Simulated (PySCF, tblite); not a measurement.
# C5H6F radical: geometry, infrared bands and EPR parameters

Wanted: the infrared bands and EPR parameters of C5H6F radical (`C=[C]/C=C(\C)F`), by calculation.

Programs: tblite 0.8.0 and PySCF 2.14.0, with density-fitted response routines of our own. Each step states its level of theory. These are calculated values for one molecule in the gas phase, unless marked as measured. Atoms are numbered from 0 throughout.

## (1) Starting geometry

12 atoms, charge 0, multiplicity 2; geometry from: force field or distance geometry start.

Bonds of the start (Å): C0–C1 1.29, C1–C2 1.42, C2–C3 1.34, C3–C4 1.51, C3–F5 1.35, C0–H6 1.08, C0–H7 1.09, C2–H8 1.09, C4–H9 1.10, C4–H10 1.09, C4–H11 1.10.

## (2) Relaxing the molecule with GFN2-xTB

What the job is given:

```
{"job": {"kind": "relax", "xc": "GFN2-xTB", "basis": "xTB"}, "charge": 0, "multiplicity": 2}
C     -1.054500    -1.838700    -1.123100
C     -0.267200    -0.814000    -1.039300
C      0.626100     0.289000    -0.935900
C      0.781400     1.039200     0.157800
C      0.096100     0.839000     1.488700
F      1.657000     2.058500     0.080500
H     -0.715300    -2.832200    -0.891100
H     -2.084800    -1.697900    -1.434800
H      1.192400     0.550000    -1.824700
H     -0.467100     1.743900     1.742900
H      0.840800     0.666800     2.261100
H     -0.603700    -0.004400     1.491800
```

Command:

```
> OMP_NUM_THREADS=1 python probes_run.py task.json out
```

The driver reads the jobs from task.json and runs them one after another.

**Question.** This job is followed by: GFN2-xTB harmonic vibrations, gas phase; UKS B3LYP, pcH-1 on C F H, non-relativistic, mean-field spin-orbit, GIAO. What will the session give for the following? strongest single infrared mode (GFN2-xTB); zero-point energy (GFN2-xTB); g(iso) (B3LYP); ⟨S²⟩; largest a(iso) (averaged by class); surface potential, 1st and 99th percentile.

The runs gave:

| quantity | value |
| --- | --- |
| strongest single infrared mode (GFN2-xTB) | 1174 cm⁻¹, 163 km/mol |
| zero-point energy (GFN2-xTB) | 55.5 kcal/mol |
| g(iso) (B3LYP) | 2.00312 |
| ⟨S²⟩ | 0.775 (exact 0.75) |
| largest a(iso) (averaged by class) | 1H on H6, H7, 110.8 MHz |
| surface potential, 1st and 99th percentile | -0.80 V and 0.89 V |

Over 34 steps the energy fell by 0.213 eV; of the close pairs, C1–C2 changed most, 1.423 to 1.341 Å. No mode is imaginary among the 30: a minimum at this level. The strongest single mode, at 1174 cm⁻¹, is spread over several atoms, C3, H8, F5, C2 among them. Unscaled tight-binding wavenumbers are off by several per cent, some by more. Its intensities can rank the bands wrongly. The largest spin populations lie on C3 (0.61 e), C1 (0.59 e). The isotropic g lies 0.8 ppt above the free-electron value.
